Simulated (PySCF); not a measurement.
**Dipole moment and polarisability of `N#CCCS`**

Species: C3H5NS.
Geometry (PBE0-D3(BJ)/def2-SVP, Å), atoms numbered from 1 in this order:
```xyz
10
C3H5NS angstrom
N      2.891   -0.083    0.552
C      1.749   -0.260    0.497
C      0.305   -0.449    0.410
C     -0.401    0.755   -0.214
S     -2.204    0.572   -0.271
H      0.108   -1.358   -0.181
H     -0.095   -0.639    1.419
H     -0.224    1.655    0.395
H     -0.005    0.968   -1.217
H     -2.231   -0.400   -1.209
```

Level: CAM-B3LYP/def2-SVPD (PySCF), static field, nuclei fixed, core orbitals frozen in the response. The polarisability tensor in these axes (au):

```
x   81.63 -0.45  5.09
y   -0.45 52.26 -0.94
z    5.09 -0.94 50.98
```

Task: Diagonalise the tensor; give its mean and Δα, where Δα² is half the sum of the squared differences of the eigenvalues.

Result: Principal values 49.85, 52.56 and 82.47 au; mean 61.62 au = 9.13 Å³ = 10.16 × 10⁻⁴⁰ C²·m²/J; Δα = 31.35 au (51 % of the mean).

Task: What is the dipole moment, and where does it point?

Result: (-2.74, -0.77, -0.77) D, 2.94 D in size, pointing from the negative to the positive side. Measured along this direction, the outermost atoms are N1 at the negative end and H10 at the positive end.

Task: Refractivity n − 1 of an ideal gas of it at 400 K and 1 atm, from the electronic α?

Result: N = p/kT = 1.8347 × 10¹⁹ cm⁻³, so n − 1 = 2π × N × 9.13 × 10⁻²⁴ cm³ = 1053 × 10⁻⁶ at long wavelengths.

Task: What molar refraction does this α imply?

Result: Lorentz–Lorenz: R = (4π/3)N_A α = 2.5225 cm³/(mol·Å³) × 9.13 Å³ = 23.0 cm³/mol, in the limit of long wavelengths.

Task: What are the principal values of the traceless quadrupole moment, Θ = ½Σq(3rr − r²1), about the centre of nuclear charge?

Result: -20.00, 7.80, 12.20 D·Å. The values depend on the origin, since the dipole doesn't vanish. The electronic extent ⟨r²⟩ about the same centre is 759 bohr², a root-mean-square distance of 2.15 Å for the 46 electrons.

Isolated species at its PBE0-D3(BJ)/def2-SVP geometry (one conformer only).

These values come from a run that also computed excited states and ΔSCF ions. The run took 30 s of wall time on one thread of an Arm Neoverse V1 (shared host).
